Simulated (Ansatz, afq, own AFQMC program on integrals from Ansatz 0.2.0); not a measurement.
**AlP, triplet in 6-31G, levels against full CI**

```yaml
atoms:
  - { symbol: Al, position_ang: [0.0000, 0.0000, 0.0000] }
  - { symbol: P, position_ang: [0.0000, 0.0000, 1.7290] }
```

Basis 6-31G. Noble-gas cores (and the filled d shells of Ga–Kr and In–Xe) are frozen. AFQMC by an in-house program on the Cholesky factors that Ansatz 0.2.0 writes for its CCSD(T) run. The CISD trial takes its coefficients from CCSD amplitudes. Released means that phaseless walkers are propagated on without the constraint, phases kept. Uncertainties: one standard error, sampling alone.

Determinant: UHF, the one that the program's search chose, which needn't be the lowest solution. The geometry is a point of a scan.

Full CI on the same integrals is exact in this basis and with this determinant's frozen core.

Cautions: lower spins were not checked; the released energies are still falling, so no released level is given (meV from the phaseless value at times in 1/Eh: 1 ± 5 at 0.24, -5 ± 4 at 0.51, -5 ± 4 at 0.99, -15 ± 5 at 1.62, -19 ± 5 at 2.40), though the last usable value meets full CI within the noise.

* T1 diagnostic: 0.0348
* weight of the determinant in the CISD state: 0.901
* ⟨S²⟩ of the determinant: 2.008
* size of the correlated space: 8 electrons in 16 orbitals

```tsv
level	correlation energy (eV)
MP2	-1.7096
CCSD	-2.1515
CCSD(T)	-2.2317
```

Problem. Estimate where phaseless AFQMC with a CISD trial lies against CCSD(T) on the same integrals.

Solution. 0.03 ± 0.09 kcal/mol above CCSD(T). The gap is under twice the noise, so this walk alone can't tell the two apart.

Reference: full CI, correlation energy -2.256 eV.

```json
{"level": "CCSD(T)", "E − E(reference) (kcal/mol)": "0.55", "share of correlation (%)": "98.94"}
{"level": "CCSDT", "E − E(reference) (kcal/mol)": "0.04", "share of correlation (%)": "99.92"}
{"level": "CCSDT(Q)", "E − E(reference) (kcal/mol)": "-0.01", "share of correlation (%)": "100.03"}
{"level": "CCSDTQ", "E − E(reference) (kcal/mol)": "0.00", "share of correlation (%)": "100.00"}
{"level": "ph-AFQMC/CISD", "E − E(reference) (kcal/mol)": "0.58 ± 0.09", "share of correlation (%)": "98.88"}
```

CCSDT and higher add their correlation energy to the determinant of the CCSD(T) run, since their own runs factorise the integrals more tightly (a shift of under 2 meV). A walk keeps the symmetry of its determinant, which the program's search chose and which needn't be the lowest solution, so a lower state of the same spin and another symmetry isn't excluded.
